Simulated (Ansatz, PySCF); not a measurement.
This Ansatz (a first-principles code) input computes a CCSD(T)/cc-pVDZ energy:

Ansatz 0.2 input:
```yaml
crystal:
  periodic: [false, false, false]
  atoms:
    - {symbol: C, position_ang: [-0.00000000, -0.00000000, -0.63014053]}
    - {symbol: N, position_ang: [0.00000000, 0.00000000, 0.54012046]}
basis:
  gaussian:
    orbitals: cc-pVDZ
total_charge: -1
magnetization: {spin_polarized: false}
correlation: {method: ccsd_t, electrons: outside_noble_gas}
```

Q: Write an input for the same energy in PySCF and say what it gives.

A: 
```python
from pyscf import gto, scf, mp, cc as ccmod

mol = gto.M(
    atom='''
    C    -0.00000000   -0.00000000   -0.63014053
    N     0.00000000    0.00000000    0.54012046
    ''',
    basis='cc-pvdz',
    charge=-1,
    spin=0,
    verbose=4,
)

mf = scf.RHF(mol)
mf.conv_tol = 1e-10
mf.max_cycle = 100
mf.kernel()
mp2 = mp.MP2(mf, frozen=2).run()
cc = ccmod.CCSD(mf, frozen=2)
cc.max_cycle = 100
cc.kernel()
et = cc.ccsd_t()
print(f'E(CCSD(T)) = {cc.e_tot + et:.9f}')
```
It gives -92.59135 Eh, and Ansatz -92.59135 Eh, a difference of 0.00 mEh.
